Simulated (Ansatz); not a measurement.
# C₃H₆O: up Jacob's ladder to CCSD(T)

One table from this session's results is given with a row withheld; the runs are named, their logs left out.

The runs use Ansatz 0.2.0, Gaussian basis; functionals in def2-TZVPP, the program's frozen cores in correlated methods.

Plan: LDA (SPW92), PBE-D4, revPBE-D4, BLYP-D4, r2SCAN-D4, B97M-V, PBE0-D4, B3LYP-D4, r2SCANh-D4, r2SCAN0-D4, HSE06-D4, BHLYP-D4, CAM-B3LYP-D4, LC-ωPBE, ωB97X-V, ωB97M-V, B2PLYP, PBE-QIDH; CCSD(T)/def2-SVP; CCSD(T)/def2-TZVPP; MP2/def2-QZVPP; extrapolation to the limit; RPA on PBE.

### The geometry

All runs share one geometry, relaxed beforehand with PBE0-D4 in a triple-zeta def2 set.

10 atoms, charge 0, spin multiplicity 1.

Atoms are counted from 1 here; the program's logs count them from 0.

Bond lengths: C1–C2 1.330 Å, C1–H5 1.081 Å, C1–H6 1.081 Å, C2–O3 1.344 Å, C2–H7 1.085 Å, O3–C4 1.408 Å, C4–H8 1.089 Å, C4–H9 1.095 Å, C4–H10 1.095 Å. Angles: C2–C1–H5 123.6°, C2–C1–H6 118.7°, H5–C1–H6 117.7°, C1–C2–O3 128.1°, C1–C2–H7 121.8°, O3–C2–H7 110.2°, C2–O3–C4 116.4°, O3–C4–H8 106.6°, O3–C4–H9 111.0°, O3–C4–H10 111.0°, H8–C4–H9 109.6°, H8–C4–H10 109.6°, H9–C4–H10 108.9°.

Set-up of the first run:

in.yaml

```yaml
crystal:
  periodic: [false, false, false]
  atoms:
    - {symbol: C, position_ang: [0.061146, 1.327006, 0.560422]}
    - {symbol: C, position_ang: [-0.924727, 0.472964, 0.301183]}
    - {symbol: O, position_ang: [-0.835871, -0.758027, -0.230855]}
    - {symbol: C, position_ang: [0.458107, -1.206307, -0.556945]}
    - {symbol: H, position_ang: [1.102872, 1.116318, 0.361664]}
    - {symbol: H, position_ang: [-0.184434, 2.286349, 0.993538]}
    - {symbol: H, position_ang: [-1.960933, 0.714872, 0.512609]}
    - {symbol: H, position_ang: [0.345635, -2.207027, -0.970159]}
    - {symbol: H, position_ang: [0.925000, -0.551770, -1.301042]}
    - {symbol: H, position_ang: [1.096305, -1.245576, 0.332582]}
basis:
  gaussian: {orbitals: def2-TZVPP}
hamiltonian: {xc: lda}
output: {orbitals: {seedname: orbitals}}
```

Among the steps run: LDA; PBE-D4 (GGA); revPBE-D4 (GGA); BLYP-D4 (GGA); r2SCAN-D4 (meta-GGA); B97M-V (meta-GGA); PBE0-D4 (hybrid); B3LYP-D4 (hybrid); r2SCANh-D4 (hybrid); r2SCAN0-D4 (hybrid); HSE06-D4 (hybrid); BHLYP-D4 (hybrid); CAM-B3LYP-D4 (range-separated); LC-ωPBE-D4 (range-separated; the results give it without D4); ωB97X-V (range-separated); ωB97M-V (range-separated); B2PLYP (double hybrid); PBE-QIDH (double hybrid).

One table of the session follows, with a row left open; its other results are not shown here.

It belongs to the step «Frontier levels by functional». 

| functional | HOMO (eV) | LUMO (eV) | gap (eV) |
| --- | --- | --- | --- |
| LDA (SPW92) | -5.72 | -0.38 | 5.34 |
| PBE-D4 | -5.52 | -0.13 | 5.39 |
| revPBE-D4 | -5.45 | -0.04 | 5.41 |
| BLYP-D4 | -5.39 | -0.03 | 5.36 |
| r2SCAN-D4 | ? | ? | ? |
| B97M-V | -5.78 | 0.17 | 5.95 |
| PBE0-D4 | -6.73 | 0.90 | 7.63 |
| B3LYP-D4 | -6.51 | 0.63 | 7.15 |
| r2SCANh-D4 | -6.20 | 0.50 | 6.69 |
| r2SCAN0-D4 | -6.88 | 1.05 | 7.94 |
| HSE06-D4 | -6.33 | 0.51 | 6.84 |
| BHLYP-D4 | -7.81 | 2.00 | 9.80 |
| CAM-B3LYP-D4 | -8.08 | 2.03 | 10.11 |
| LC-ωPBE | -9.42 | 3.24 | 12.66 |
| ωB97X-V | -9.06 | 3.16 | 12.22 |
| ωB97M-V | -8.99 | 3.02 | 12.01 |

Estimate the missing values for r2SCAN-D4.

Worked estimate for «HOMO (eV)». Against the share of exact exchange, r2SCANh-D4 (0.1, -6.20), r2SCAN0-D4 (0.25, -6.88) give a slope of -4.53 per unit share; at 0 the line stands at -5.75.

**Answer.** HOMO (eV): -5.74; LUMO (eV): 0.12; gap (eV): 5.86. In «HOMO (eV)» the line misses by -0.01.
